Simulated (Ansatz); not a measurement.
# SiNH2 (quartet): from Hartree-Fock to the top rungs, def2-TZVPP

An exercise on one series of results from a longer session: the logs are not shown, and one member is left open.

Computed with Ansatz 0.2.0, Gaussian basis. Level: def2-TZVPP, core rule «outside noble gas», up to 6 orbitals frozen.

Plan: UHF; ROHF; CCSD(T) on UHF.

### The geometry

The geometry is a PBE0/def2-TZVP stationary point (not a proven minimum).

4 atoms, charge 0, spin multiplicity 4.

Atoms are counted from 1 here; the program's logs count them from 0.

Bond lengths: Si1–N2 1.726 Å, N2–H3 1.004 Å, N2–H4 1.004 Å. Angles: Si1–N2–H3 121.8°, Si1–N2–H4 121.8°, H3–N2–H4 116.4°.

Geometry (Å):

```xyz
4
charge 0, multiplicity 4
Si    0.0000    0.0000    0.6512
N     0.0000    0.0000   -1.0748
H     0.0000   -0.8528   -1.6040
H     0.0000    0.8528   -1.6040
```

The first run:

The input, in.yaml:

```yaml
crystal:
  periodic: [false, false, false]
  atoms:
    - {symbol: Si, position_ang: [0.000000, 0.000000, 0.651167]}
    - {symbol: N, position_ang: [0.000000, 0.000000, -1.074836]}
    - {symbol: H, position_ang: [0.000000, -0.852806, -1.603987]}
    - {symbol: H, position_ang: [0.000000, 0.852806, -1.603987]}
basis:
  gaussian: {orbitals: def2-TZVPP}
magnetization: {spin_polarized: true, initial_magnetization: 3}
hamiltonian: {xc: hf}
output: {orbitals: {seedname: orbitals}}
```

Run with:

```
$ ansatz run in.yaml --threads 1 --pin off --events-out ev --progress --plain --max-ram 4096MiB --backend cpu
```

Steps of the session up to this table: UHF; ROHF; CCSD(T) on UHF.

One of the session's tables, all rows but one given; the rest of the session is left out.

```
  method  from UCCSD(T) (meV)
    ROHF              +8039.8
     UHF              +7999.4
    UMP2               +769.7
   UCCSD                    ?
UCCSD(T)                    0
```

Q: Estimate the row for UCCSD from the others.

The run gave: from UCCSD(T) (meV): +298.4. In the column «from UCCSD(T) (meV)» it lies between UCCSD(T) (0) and UMP2 (+769.7).

With the free atoms at the same levels and basis (separate runs), the atomisation energy is 8.545 eV at UCCSD(T), 5.890 eV at ROHF.
